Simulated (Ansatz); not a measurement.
System: fcc Ir. Method: PBE (plane waves, PAW; Ansatz, a program for electronic structure).

Numerical settings: plane-wave cutoff 520 eV, 30×30×30 k mesh, Fermi–Dirac smearing 0.076 eV (set by the program), no spin polarisation, scalar-relativistic PAW data made under PBE.

The cell has the measured lattice: a = 3.839 Å, b = 3.839 Å, c = 3.839 Å, α = 90.00°, β = 90.00°, γ = 90.00°.

Question: Give the computed Voigt–Reuss–Hill bulk modulus, Poisson ratio, elastic constant C44, elastic constant C11 and elastic constant C12.

Answer: 
- Voigt–Reuss–Hill bulk modulus = 393 GPa
- Poisson ratio = 0.246
- elastic constant C44 = 282 GPa
- elastic constant C11 = 647 GPa
- elastic constant C12 = 266 GPa

Measured, for comparison: elastic constant C44 262 GPa, elastic constant C11 590 GPa, elastic constant C12 249 GPa (temperature not stated, no zero-point or thermal correction; as tabulated in Mehl and Papaconstantopoulos (1996), arXiv:mtrl-th/9602003). Computed (rounded) less measured: elastic constant C44 +8 %, elastic constant C11 +10 %, elastic constant C12 +7 %. A static lattice is as a rule a little smaller and stiffer than an uncorrected measurement, which narrows the difference in the elastic constant C44, elastic constant C11, elastic constant C12 and would widen misses of the other sign.

Note: the cell isn't this level's own, so it is under some stress, which shifts stiffness and frequencies.

Elastic constants are with the ions relaxed.

Spin–orbit coupling is not included.

Static lattice: no zero-point or thermal effects.

The result took roughly 5 core-minutes.
